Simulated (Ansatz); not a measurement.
**SiNHO+ (doublet): wave-function methods side by side, cc-pVDZ**

How much of the correlation energy of SiNHO+ (doublet) does each wave-function method recover here?

Program: Ansatz 0.2.0, Gaussian basis. Level of theory: cc-pVDZ, core rule «outside noble gas», up to 7 orbitals frozen. These are calculated values, not measurements.

The runs, in order: UHF; CCSD(T) on ROHF; CCSD(T) on UHF; BCCD(T) on ROHF; CISD; CCSDT(Q) on ROHF; CCSDT(Q) on UHF.

6 further runs of the same task are left out: 6 set aside as unsound or not needed.

## (1) What is computed

The geometry is a PBE0/def2-TZVP stationary point (not a proven minimum) of the parent state, kept for this charge and spin.

4 atoms, charge 1, spin multiplicity 2.

Atoms are counted from 1 here; the program's logs count them from 0.

Bond lengths: O1–N2 1.340 Å, O1–H4 0.970 Å, N2–Si3 1.779 Å. Angles: N2–O1–H4 105.4°, O1–N2–Si3 115.0°.

## (2) UHF

The input, in.yaml:

```yaml
crystal:
  periodic: [false, false, false]
  atoms:
    - {symbol: O, position_ang: [0.000000, 0.337434, 1.469190]}
    - {symbol: N, position_ang: [0.000000, -0.573001, 0.485749]}
    - {symbol: Si, position_ang: [0.000000, 0.099776, -1.161533]}
    - {symbol: H, position_ang: [0.000000, -0.173786, 2.294129]}
basis:
  gaussian: {orbitals: cc-pVDZ}
total_charge: 1
magnetization: {spin_polarized: true, initial_magnetization: 1}
hamiltonian: {xc: hf}
output: {orbitals: {seedname: orbitals}}
```

On the command line:

```console
ansatz run in.yaml --threads 1 --pin off --events-out ev --progress --plain --max-ram 4096MiB --backend cpu
```

The runs that follow: CCSD(T) on ROHF; CCSD(T) on UHF; BCCD(T) on ROHF; CISD; CCSDT(Q) on ROHF; CCSDT(Q) on UHF.

Q: Predict the results of all the runs planned. Wanted: UCCSDT(Q) below the RHF energy; RMP2 from UCCSDT(Q); UMP2 from UCCSDT(Q); RCCSD from UCCSDT(Q); RCCSD(T) from UCCSDT(Q); UCCSD(T) from UCCSDT(Q); RCCSDT(Q) from UCCSDT(Q); T1 diagnostic.

The runs gave:

```
                         quantity        value
   UCCSDT(Q) below the RHF energy  -12.1228 eV
              RMP2 from UCCSDT(Q)  +1347.4 meV
              UMP2 from UCCSDT(Q)  +1387.5 meV
             RCCSD from UCCSDT(Q)   +505.4 meV
          RCCSD(T) from UCCSDT(Q)    +91.9 meV
          UCCSD(T) from UCCSDT(Q)    +94.3 meV
         RCCSDT(Q) from UCCSDT(Q)    +10.2 meV
levels within 1 kcal/mol (43 meV)    RCCSDT(Q)
                    T1 diagnostic        0.044
```

In words: RCCSD(T) lands +91.9 meV from the yardstick (0.8 % of the correlation energy). These misses are within one basis, not against nature; the frozen cores of restricted and unrestricted runs differ, which can shift their rows.
